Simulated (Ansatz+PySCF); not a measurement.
Two shapes of singlet H₂ClO(-).

Shape 1:

```xyz
4

O     0.0000   -0.3431   -1.9141
H     0.0000   -0.4318   -0.9200
Cl    0.0000    0.1504    1.0690
H     0.0000    0.6200   -1.9401
```

Shape 2:

```xyz
4

O     0.0000   -0.3706   -2.0672
H     0.0000   -0.4664   -0.9936
Cl    0.0000    0.1624    1.1545
H     0.0000    0.6696   -2.0953
```

Basis set: def2-SVP (spherical functions). Left uncorrelated: 6 orbitals. Charge -1, multiplicity 1.

Computed with Ansatz (development build ahead of 0.2.0); each method stands on the lowest determinant of its kind that the runs found.

(1) Which shape is lower in energy, and by how much in each method?

Answers

(1)

```tsv
method	E(2) − E(1) (eV)
RHF	0.428
UHF-MP2	0.312
RHF-CCSD	0.311
RHF-CCSD(T)	0.302
UHF-CCSD(T)	0.302
```

Shape 1 is lower. Caution: no diffuse functions for an anion.
